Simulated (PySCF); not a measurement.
**Core-level binding energies of pentacarbon**

Compound: pentacarbon, C₅ (singlet state).
Cartesian coordinates in Å at the PBE0-D3(BJ)/def2-SVP level; atoms count from 1:
```
atom  x, y, z in Å
C1    -2.3205   -0.1937   -1.0835
C2    -1.1556   -0.1005   -0.5313
C3     0.0063   -0.0060    0.0185
C4     1.1687    0.0876    0.5677
C5     2.3343    0.1774    1.1195
```

Level of theory: PySCF 2.14.0, delta-SCF UKS SCAN, pcX-2 on the ionised atom, pcseg-1 elsewhere, spin-free X2C. These are vertical core ionisation energies against the vacuum level, from separate self-consistent calculations with and without the core hole.

**Question.** What binding energy does each computed site have?

**Answer.** 
| atom(s) | environment | level | binding energy (eV) | above the level's lowest (eV) | count |
| --- | --- | --- | --- | --- | --- |
| C3 | central carbon of cumulated double bonds | C 1s | 294.38 | +2.36 | 1 |
| C2/C4 | central carbon of cumulated double bonds | C 1s | 292.02 | 0.00 | 2 |

Lowest listed C 1s: C2/C4, bonded to 2 C (double bond). Highest, 2.36 eV above it: C3, bonded to 2 C (double bond).

**Question.** Express the binding energy of C 1s of C3 in atomic units and per mole.

**Answer.** 294.38 eV = 10.8183 Eh = 28403 kJ/mol.

Atoms equivalent by their bonding share one computed value, that of the first of them. The list is incomplete; no value stands for C 1s of C1, C5 (hole states with ⟨S²⟩ of 1 or more are left out). Isolated species at its PBE0-D3(BJ)/def2-SVP geometry, gas phase.
